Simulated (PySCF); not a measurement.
**Electric field gradients and quadrupole coupling constants**

Species: hydroxide, HO (charge -1).
SMILES with atom numbers: `[OH-:1]` (hydrogens: H2 on O1)

Cartesian coordinates in Å at the PBE0-D3(BJ)/def2-SVP level; atoms count from 1:
```
atom  x, y, z in Å
O1     0.5134   -0.0814    0.0070
H2    -0.4637   -0.0063   -0.0292
```

Field gradients from the PBE0/pcSseg-1 density (PySCF, non-relativistic), principal values in atomic units, ordered |Vxx| ≤ |Vyy| ≤ |Vzz|:

```
atom      Vxx      Vyy     Vzz
  O1  -1.1466  -1.1466  2.2933
```

Problem. Find the asymmetry η = (Vxx − Vyy)/Vzz and the couplings χ = eQV/h (234.96 MHz × Q in barn × V in au), with Q(17O) = −0.0256 b.

Solution. 
| atom | environment | nucleus | η | χzz (MHz) | χxx (MHz) | χyy (MHz) |
| --- | --- | --- | --- | --- | --- | --- |
| O1 | oxygen bonded to H | 17O | 0.00 | -13.79 | 6.90 | 6.90 |

The gradient is axial or nearly so (η below 0.05) at O1. 

Problem. What is Vzz at O1 in SI units (1 au = 9.71736 × 10²¹ V/m²)?

Solution. 2.2933 au = 22.284 × 10²¹ V/m².

Geometry: PBE0-D3(BJ)/def2-SVP; no solvent, vibrations or thermal averaging. The pcSseg-1 basis has no diffuse functions, a weakness for an anion. The HOMO energy is positive at this level (+3.37 eV), so the outermost electrons may be held by the finite basis alone. The small basis limits the accuracy of the gradients.
